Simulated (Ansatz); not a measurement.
**Rhodium, fcc: convergence with the plane-wave cutoff**

Computed with Ansatz, PBE, scalar-relativistic PAW, on the relaxed cell (a = 3.832 Å; spin not included). Errors count from a run at 420 eV on a Γ-centred 23×23×23 mesh with Fermi-Dirac smearing of 0.1 eV, extrapolated to zero width. Fixed here: mesh 14×14×14, Fermi-Dirac width 0.1 eV. The pressure holds a Pulay correction and is unreliable far below the recommended cutoff. The SCF starts from atomic densities corrected by a trained network.

| cutoff (eV) | E(σ→0) error (meV/atom) | P (GPa) | SCF iterations |
| --- | --- | --- | --- |
| 150 | 51568.8 | -188.96 | 7 |
| 200 | 10868.7 | -7.82 | 7 |
| 250 | 1544.6 | 10.58 | 7 |
| 300 | 153.2 | 0.19 | 6 |
| 350 | 10.6 | -0.08 | 6 |
| 420 | 0.0 | 0.00 | 6 |
| 600 | -2.4 | -0.03 | 6 |
| 800 | -2.5 | -0.03 | 6 |

**Question.** What does the run at 500 give (cutoff)?

**Answer.** E(σ→0) error (meV/atom): -2.0; P (GPa): -0.03; SCF iterations: 6.

Within 5 meV/atom of the last row: from 420 eV on.
